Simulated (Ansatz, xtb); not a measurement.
**Relative energy of two isomers of C2FS**

Structure X: `FC1=[C]S1`, a doublet. Structure Y: `FC#C[S]`, a doublet. Both are isolated molecules in the gas phase, relaxed with PBE0-D3(BJ)/def2-SVP.

X (Å):

```
atom    x (Å)    y (Å)    z (Å)
   C  -0.0312  -0.9997   0.6714
   C   0.2918   0.1663   0.0889
   F   1.2033   1.0695  -0.0471
   S  -1.2691  -0.0592  -0.5129
```

Y (Å):

```xyz
4

C     0.0000    0.0000   -0.5258
C     0.0000    0.0000    0.7040
F     0.0000    0.0000    1.9721
S     0.0000    0.0000   -2.1503
```

Quicker runs give these differences E(Y) − E(X): GFN2-xTB −33.0 kcal/mol; HF/STO-3G −44.8 kcal/mol (at GFN2-xTB geometries); r2SCAN-D4/def2-SVP −24.3 kcal/mol (at GFN2-xTB geometries).

**Question.** Estimate E(Y) − E(X) at the level CCSD(T)/def2-SVP.

**Answer.** Calculated at CCSD(T)/def2-SVP: E(Y) − E(X) = −22.3 kcal/mol, so structure Y lies lower.

Level by level:

```json
{"level": "GFN2-xTB", "geometry": "GFN2-xTB", "E(Y) − E(X) (kcal/mol)": "−33.0", "departure from the last row (kcal/mol)": "−10.7", "job, with rough time for the two": "optimisation, 0.12 s"}
{"level": "HF/STO-3G", "geometry": "GFN2-xTB", "E(Y) − E(X) (kcal/mol)": "−44.8", "departure from the last row (kcal/mol)": "−22.5", "job, with rough time for the two": "single point, 3.8 s"}
{"level": "r2SCAN-D4/def2-SVP", "geometry": "GFN2-xTB", "E(Y) − E(X) (kcal/mol)": "−24.3", "departure from the last row (kcal/mol)": "−2.0", "job, with rough time for the two": "single point, 16 s"}
{"level": "PBE0-D3(BJ)/def2-SVP", "geometry": "PBE0-D3(BJ)/def2-SVP", "E(Y) − E(X) (kcal/mol)": "−22.5", "departure from the last row (kcal/mol)": "−0.2", "job, with rough time for the two": "optimisation, 100 s"}
{"level": "HF/def2-SVP", "geometry": "PBE0-D3(BJ)/def2-SVP", "E(Y) − E(X) (kcal/mol)": "−31.2", "departure from the last row (kcal/mol)": "−8.9", "job, with rough time for the two": "part of the CCSD(T) run"}
{"level": "MP2/def2-SVP", "geometry": "PBE0-D3(BJ)/def2-SVP", "E(Y) − E(X) (kcal/mol)": "−19.1", "departure from the last row (kcal/mol)": "+3.2", "job, with rough time for the two": "part of the CCSD(T) run"}
{"level": "CCSD(T)/def2-SVP", "geometry": "PBE0-D3(BJ)/def2-SVP", "E(Y) − E(X) (kcal/mol)": "−22.3", "departure from the last row (kcal/mol)": "", "job, with rough time for the two": "single point, 5.1 s"}
```

As drawn, Y has 1 C≡C in place of 1 C=C, 1 C–S. Structure X has a 3-membered ring, Y no ring.

The levels shown agree on the order. The largest departure from CCSD(T)/def2-SVP is that of HF/STO-3G, 22.5 kcal/mol.

With harmonic frequencies from PBE0-D3(BJ)/def2-SVP (ideal gas, rigid rotor, one conformer each, 298.15 K, 1 atm): on the last row, ΔE + ΔZPE = −21.9, ΔH = −21.5, ΔG = −20.9 kcal/mol.

Open shells are spin-unrestricted, with notable spin contamination under HF/STO-3G, HF/def2-SVP, MP2/def2-SVP, CCSD(T)/def2-SVP. The correlated steps freeze 8 core orbitals. Codes used: Ansatz 0.2.0, xtb 6.7.1; the last row on 1 thread of Intel(R) Xeon(R) 6975P-C (Granite Rapids) on a shared host.
